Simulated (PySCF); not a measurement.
P2F4.
Numbering: `[F:1][P:2]([F:3])[P:4]([F:5])[F:6]`

The same species was optimised twice, with GFN2-xTB and with PBE0-D3(BJ)/def2-SVP (PySCF), and the same property calculations (PySCF, gas phase) were run on both structures.

```json
{"coordinate": "P2–P4 (Å)", "GFN2-xTB": "2.264", "PBE0-D3(BJ)/def2-SVP": "2.275", "change": "+0.011"}
{"coordinate": "P4–F5 (Å)", "GFN2-xTB": "1.619", "PBE0-D3(BJ)/def2-SVP": "1.615", "change": "-0.004"}
{"coordinate": "P2–F3 (Å)", "GFN2-xTB": "1.620", "PBE0-D3(BJ)/def2-SVP": "1.615", "change": "-0.005"}
{"coordinate": "P4–F6 (Å)", "GFN2-xTB": "1.620", "PBE0-D3(BJ)/def2-SVP": "1.615", "change": "-0.005"}
{"coordinate": "F1–P2 (Å)", "GFN2-xTB": "1.619", "PBE0-D3(BJ)/def2-SVP": "1.616", "change": "-0.003"}
{"coordinate": "F5–P4–F6 (°)", "GFN2-xTB": "94.2", "PBE0-D3(BJ)/def2-SVP": "98.8", "change": "+4.6"}
{"coordinate": "F1–P2–F3 (°)", "GFN2-xTB": "94.3", "PBE0-D3(BJ)/def2-SVP": "98.8", "change": "+4.5"}
{"coordinate": "P2–P4–F5 (°)", "GFN2-xTB": "93.6", "PBE0-D3(BJ)/def2-SVP": "94.6", "change": "+1.0"}
{"coordinate": "F3–P2–P4 (°)", "GFN2-xTB": "93.5", "PBE0-D3(BJ)/def2-SVP": "94.3", "change": "+0.8"}
{"coordinate": "P2–P4–F6 (°)", "GFN2-xTB": "93.5", "PBE0-D3(BJ)/def2-SVP": "93.8", "change": "+0.3"}
{"coordinate": "F1–P2–P4 (°)", "GFN2-xTB": "93.4", "PBE0-D3(BJ)/def2-SVP": "93.6", "change": "+0.2"}
{"coordinate": "F1–P2–P4–F5 (°)", "GFN2-xTB": "180", "PBE0-D3(BJ)/def2-SVP": "-179", "change": "+1"}
```

Rotational constants: A = 3738, B = 1766, C = 1384 MHz (GFN2-xTB) against A = 3605, B = 1789, C = 1363 MHz (PBE0-D3(BJ)/def2-SVP).

On the GFN2-xTB structure: HOMO (eV) -7.61 [PBE0/pcSseg-1]; LUMO (eV) -1.97 [PBE0/pcSseg-1]; dipole (D) 0.00 [PBE0/pcSseg-1]; GIAO shielding of F1/F3/F5/F6 (mean) (ppm) 304.1 [PBE0/pcSseg-1]; GIAO shielding of P2/P4 (mean) (ppm) 53.4 [PBE0/pcSseg-1].

Q: What do these properties become on the PBE0-D3(BJ)/def2-SVP structure?

A: 
| property | level | on GFN2-xTB | on PBE0-D3(BJ)/def2-SVP | change |
| --- | --- | --- | --- | --- |
| HOMO (eV) | PBE0/pcSseg-1 | -7.61 | -7.49 | +0.12 |
| LUMO (eV) | PBE0/pcSseg-1 | -1.97 | -1.76 | +0.21 |
| dipole (D) | PBE0/pcSseg-1 | 0.00 | 0.05 | +0.05 |
| energy, GFN2-xTB geometry as zero (kcal/mol) | PBE0/pcSseg-1 | 0.0 | -1.0 | -1.0 |
| GIAO shielding of F1/F3/F5/F6 (mean) (ppm) | PBE0/pcSseg-1 | 304.1 | 302.4 | -1.7 |
| GIAO shielding of P2/P4 (mean) (ppm) | PBE0/pcSseg-1 | 53.4 | 55.7 | +2.3 |

The heavy atoms differ by 0.043 Å rms after alignment. Among bonds between heavy atoms P2–P4 changes most (+0.011 Å). Changes are differences of the printed values. Neither structure is proved a minimum here.

The values belong to the conformer `[F:1][P:2]([F:3])[P:4]([F:5])[F:6]`: F1–P2–P4–F5 -179°.
